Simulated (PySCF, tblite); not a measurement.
# C3H2FN: excited states

Wanted: excited states for C3H2FN (`[C-]#[N+]/C=C/F`).

Computed with tblite 0.8.0 and PySCF 2.14.0 and routines of our own; the level stands in each step. Atoms count from 0.

## Step 1: The starting structure

7 atoms, charge 0, multiplicity 1; geometry from: force field or distance geometry start.

## Step 2: Relaxing the molecule with GFN2-xTB

Job settings and geometry (Å):

```
{"job": {"kind": "relax", "xc": "GFN2-xTB", "basis": "xTB"}, "charge": 0, "multiplicity": 1}
C      2.448300    -0.377700    -0.475000
N      1.371300     0.011100    -0.227900
C      0.109000     0.478000     0.111000
C     -0.917800    -0.356100     0.036600
F     -2.152500     0.111400     0.372100
H     -0.027700     1.528400     0.399900
H     -0.827100    -1.390300    -0.243700
```

Launch:

```bash
OMP_NUM_THREADS=1 python excited_run.py task.json out
```

One launch serves the whole session: the jobs run in the order shown.

Log:

```text
step      E/eV     max force
  0    -407.69466    1.091
  1    -407.73948    0.562
  2    -407.75703    0.619
  3    -407.76141    1.262
  4    -407.76890    0.332
  5    -407.77206    0.195
  6    -407.77534    0.183
  7    -407.77746    0.070
  8    -407.77769    0.066
  9    -407.77818    0.107
 10    -407.77865    0.147
 11    -407.77913    0.120
 12    -407.77939    0.063
 13    -407.77957    0.047
 14    -407.77975    0.065
 15    -407.77989    0.057
 16    -407.77998    0.032
 17    -407.78006    0.033
 18    -407.78017    0.062
 19    -407.78031    0.077
 20    -407.78042    0.052
 21    -407.78046    0.015
 22    -407.78046    0.004
```

It took 0.1 s on 1 thread of Arm Neoverse N1, shared host.

Relaxation path:

| step | energy from step 0 (eV) | largest force (eV/Å) |
| --- | --- | --- |
| 0 | 0.0000 | 1.0907 |
| 1 | -0.0448 | 0.5621 |
| 2 | -0.0624 | 0.6185 |
| 3 | -0.0668 | 1.2621 |
| 4 | -0.0742 | 0.3316 |
| 5 | -0.0774 | 0.1948 |
| 6 | -0.0807 | 0.1826 |
| 7 | -0.0828 | 0.0704 |
| 8 | -0.0830 | 0.0661 |
| 9 | -0.0835 | 0.1068 |
| 10 | -0.0840 | 0.1467 |
| 11 | -0.0845 | 0.1203 |
| 12 | -0.0847 | 0.0634 |
| 13 | -0.0849 | 0.0470 |
| 14 | -0.0851 | 0.0646 |
| 15 | -0.0852 | 0.0569 |
| 16 | -0.0853 | 0.0322 |
| 17 | -0.0854 | 0.0335 |
| 18 | -0.0855 | 0.0620 |
| 19 | -0.0856 | 0.0773 |
| 20 | -0.0858 | 0.0518 |
| 21 | -0.0858 | 0.0148 |
| 22 | -0.0858 | 0.0041 |

Close pairs (by a distance rule), those that changed most:

| bond | before (Å) | after (Å) | change (Å) |
| --- | --- | --- | --- |
| N1–C2 | 1.388 | 1.351 | -0.037 |
| C3–F4 | 1.362 | 1.333 | -0.029 |
| C2–H5 | 1.098 | 1.082 | -0.016 |
| C3–H6 | 1.075 | 1.080 | +0.005 |
| C0–N1 | 1.171 | 1.167 | -0.004 |
| C2–C3 | 1.325 | 1.328 | +0.003 |

The end geometry stands in the next job.

## Step 3: Infrared spectrum with GFN2-xTB

Job settings and geometry (Å):

```
{"job": {"kind": "ir", "xc": "GFN2-xTB", "basis": "xTB"}, "charge": 0, "multiplicity": 1}
C      2.451809    -0.316562    -0.471534
N      1.367844     0.027878    -0.210446
C      0.124332     0.457715     0.097820
C     -0.926271    -0.352632     0.047720
F     -2.147095     0.088036     0.353557
H      0.039021     1.497213     0.385373
H     -0.906306    -1.396743    -0.229568
```

Log:

```text
mode    cm-1     km/mol
  1     176.0      9.00
  2     189.0     12.10
  3     373.9      7.15
  4     431.7      5.67
  5     513.7      3.17
  6     720.7      0.25
  7     947.3     30.56
  8    1073.4     15.23
  9    1137.6    151.51
 10    1212.3     34.02
 11    1239.3      1.02
 12    1676.6     81.67
 13    2205.6      0.88
 14    3066.9      1.04
 15    3088.1     16.08
```

Run time: 0.14 s. Hardware: 1 thread of Arm Neoverse N1, shared host.

The strongest bands and the atoms that carry them (share of the mass-weighted mode):

| cm⁻¹ | km/mol | atoms |
| --- | --- | --- |
| 176 | 9.0 | C0 42 %, C2 19 %, F4 15 %, N1 11 % |
| 189 | 12.1 | C0 30 %, F4 23 %, C3 18 %, N1 10 % |
| 947 | 30.6 | H5 49 %, H6 43 % |
| 1073 | 15.2 | C2 37 %, H5 20 %, C0 13 %, C3 13 % |
| 1138 | 151.5 | C3 34 %, F4 29 %, H6 14 % |
| 1212 | 34.0 | H5 35 %, H6 25 %, C2 19 %, C3 14 % |
| 1677 | 81.7 | C3 48 %, C2 47 % |
| 3088 | 16.1 | H6 86 % |

## Step 4: Excited states: TDA B3LYP/def2-SVPD

Settings changed since step 3:

```diff
@@ -1,2 +1,2 @@
-{"job": {"kind": "ir", "xc": "GFN2-xTB", "basis": "xTB"}, "charge": 0, "multiplicity": 1}
+{"job": {"kind": "states", "xc": "B3LYP", "basis": "def2-SVPD", "tda": true, "soc": true, "nstates": 5, "ntriplets": 4, "nquad": 4}, "charge": 0, "multiplicity": 1}
 C      2.451809    -0.316562    -0.471534
```

Method: TDA B3LYP/def2-SVPD excited states, vertical, gas phase, spin-orbit mean-field couplings.

Log:

```text
coarse grid: 6648 points
cycle   1  E = -269.7714243800  dE =  7.128e-01  |g| = 3.934e-01  |ddm| = 3.766e+00
cycle   2  E = -269.7369751605  dE =  3.445e-02  |g| = 5.925e-01  |ddm| = 9.835e-01
cycle   3  E = -269.7994314129  dE = -6.246e-02  |g| = 8.388e-02  |ddm| = 4.964e-01
cycle   4  E = -269.8002274773  dE = -7.961e-04  |g| = 5.550e-02  |ddm| = 1.080e-01
cycle   5  E = -269.8008760970  dE = -6.486e-04  |g| = 8.622e-03  |ddm| = 4.733e-02
cycle   6  E = -269.8008934129  dE = -1.732e-05  |g| = 1.967e-03  |ddm| = 1.493e-02
cycle   7  E = -269.8008942890  dE = -8.761e-07  |g| = 6.703e-04  |ddm| = 3.181e-03
final grid: 66968 points
cycle   8  E = -269.8434145736  dE = -2.060e-05  |g| = 3.732e-03  |ddm| = 6.195e-02
cycle   9  E = -269.8434111601  dE =  3.413e-06  |g| = 5.846e-03  |ddm| = 8.493e-03
cycle  10  E = -269.8434171599  dE = -6.000e-06  |g| = 7.770e-04  |ddm| = 4.434e-03
cycle  11  E = -269.8434172854  dE = -1.256e-07  |g| = 3.287e-04  |ddm| = 1.049e-03
cycle  12  E = -269.8434173072  dE = -2.179e-08  |g| = 7.337e-05  |ddm| = 3.120e-04
cycle  13  E = -269.8434173084  dE = -1.144e-09  |g| = 9.496e-06  |ddm| = 9.388e-05
cycle  14  E = -269.8434173084  dE = -1.535e-11  |g| = 5.912e-06  |ddm| = 1.838e-05
converged SCF energy = -269.8434173084

Singlet excitations
state   eV       nm        f     d(h-e)  d(exc)  Lambda  PR(NTO)  |dmu|/D   mu/D   main configurations
  1   6.3486   195.3   0.02425   2.586   3.380   0.437   1.018    6.757    4.533   H-1->L 0.98
  2   6.4160   193.2   0.00011   1.428   2.929   0.435   1.029    4.025    6.192   H->L+1 0.97
  3   6.6909   185.3   0.50334   0.527   2.685   0.823   1.283    1.265    3.460   H->L 0.83
  4   7.0194   176.6   0.00001   0.724   2.516   0.453   1.022    2.039    0.855   H-2->L 0.98
  5   7.3287   169.2   0.01320   1.455   3.389   0.366   1.005                     H->L+2 0.98

Triplet excitations (Tamm-Dancoff)
state   eV     d(h-e)  d(exc)  Lambda  PR(NTO)   main configurations
  1   3.7536   0.167   2.365   0.858   1.022   H->L 0.97
  2   5.0037   1.624   2.702   0.452   1.003   H-1->L 0.88, H-1->L+4 0.12
  3   5.6468   0.791   1.931   0.591   1.003   H-1->L+1 0.89, H-1->L+3 0.09
  4   6.0973   1.235   2.784   0.436   1.167   H->L+1 0.89
S1 - T1 = 2.5950 eV

Spin-orbit couplings |<S|Hso|T>| (cm-1)
             T1       T2       T3       T4
S0        0.033   12.917   17.923    7.767
S1        2.499    0.010    8.226    0.735
S2        6.909    0.235    1.211    0.297
S3        0.034    2.217    1.067   17.665
S4        4.632    1.896    0.324    0.016
S5        4.298    0.058    0.115    2.847
T1 sublevels (cm-1): 0.000 0.001 0.001   radiative rates (1/s): 0.000222 0.0669 0.000851
```

Run time: 12 s. Hardware: 1 thread of Arm Neoverse N1, shared host; peak memory 0.48 GiB.

Key values:

| quantity | value |
| --- | --- |
| S1 less T1 | 2.60 eV |

## Step 5: Excited states: TDDFT B3LYP/def2-SVPD

Job settings and geometry (Å):

```
{"job": {"kind": "states", "xc": "B3LYP", "basis": "def2-SVPD", "tpa": true, "nstates": 6, "nquad": 5, "ntriplets": 0}, "charge": 0, "multiplicity": 1}
C      2.451809    -0.316562    -0.471534
N      1.367844     0.027878    -0.210446
C      0.124332     0.457715     0.097820
C     -0.926271    -0.352632     0.047720
F     -2.147095     0.088036     0.353557
H      0.039021     1.497213     0.385373
H     -0.906306    -1.396743    -0.229568
```

Method: TDDFT B3LYP/def2-SVPD excited states, vertical, gas phase, two-photon moments by quadratic response.

Log:

```text
coarse grid: 6648 points
cycle   1  E = -269.7714243800  dE =  7.128e-01  |g| = 3.934e-01  |ddm| = 3.766e+00
cycle   2  E = -269.7369751605  dE =  3.445e-02  |g| = 5.925e-01  |ddm| = 9.835e-01
cycle   3  E = -269.7994314129  dE = -6.246e-02  |g| = 8.388e-02  |ddm| = 4.964e-01
cycle   4  E = -269.8002274773  dE = -7.961e-04  |g| = 5.550e-02  |ddm| = 1.080e-01
cycle   5  E = -269.8008760970  dE = -6.486e-04  |g| = 8.622e-03  |ddm| = 4.733e-02
cycle   6  E = -269.8008934129  dE = -1.732e-05  |g| = 1.967e-03  |ddm| = 1.493e-02
cycle   7  E = -269.8008942890  dE = -8.761e-07  |g| = 6.703e-04  |ddm| = 3.181e-03
final grid: 66968 points
cycle   8  E = -269.8434145736  dE = -2.060e-05  |g| = 3.732e-03  |ddm| = 6.195e-02
cycle   9  E = -269.8434111601  dE =  3.413e-06  |g| = 5.846e-03  |ddm| = 8.493e-03
cycle  10  E = -269.8434171599  dE = -6.000e-06  |g| = 7.770e-04  |ddm| = 4.434e-03
cycle  11  E = -269.8434172854  dE = -1.256e-07  |g| = 3.287e-04  |ddm| = 1.049e-03
cycle  12  E = -269.8434173072  dE = -2.179e-08  |g| = 7.337e-05  |ddm| = 3.120e-04
cycle  13  E = -269.8434173084  dE = -1.144e-09  |g| = 9.496e-06  |ddm| = 9.388e-05
cycle  14  E = -269.8434173084  dE = -1.535e-11  |g| = 5.912e-06  |ddm| = 1.838e-05
converged SCF energy = -269.8434173084

Singlet excitations
state   eV       nm        f     d(h-e)  d(exc)  Lambda  PR(NTO)  |dmu|/D   mu/D   delta(TPA)   sigma/GM   main configurations
  1   6.2602   198.1   0.01880   2.600   3.381   0.437   1.014    6.676    4.452        8.39      0.120   H-1->L 1.00
  2   6.2954   196.9   0.38996   0.462   2.660   0.820   1.281    1.063    3.250       33.41      0.485   H->L 0.92
  3   6.4085   193.5   0.00007   1.451   2.932   0.435   1.018    4.067    6.234        0.65      0.010   H->L+1 0.98
  4   7.0125   176.8   0.00002   0.725   2.517   0.453   1.024    2.036    0.863        0.12      0.002   H-2->L 0.98
  5   7.3234   169.3   0.01187   1.452   3.391   0.366   1.005    6.193    4.679       13.49      0.265   H->L+2 0.98
  6   7.7843   159.3   0.00277   1.137   3.243   0.374   1.017                                            H->L+3 0.96
```

Wall time 14 s (1 thread of Arm Neoverse N1, shared host); peak memory 0.5 GiB.

## Step 6: Results

| quantity | value |
| --- | --- |
| strongest single infrared mode (GFN2-xTB) | 1138 cm⁻¹, 152 km/mol |
| zero-point energy (GFN2-xTB) | 25.8 kcal/mol |
| S1 less T1 (step 4, TDA B3LYP/def2-SVPD) | 2.60 eV |

What this shows: No mode is imaginary among the 15: a minimum at this level. The strongest single mode, at 1138 cm⁻¹, is carried by C3, F4, H6. GFN2-xTB is a fitted tight-binding method: band positions and strengths are rough. Its intensities can rank the bands wrongly. In step 4, the number of triplets below S1 is at least 4, and the largest singlet-triplet spin-orbit coupling is S0–T3, 17.92 cm⁻¹.
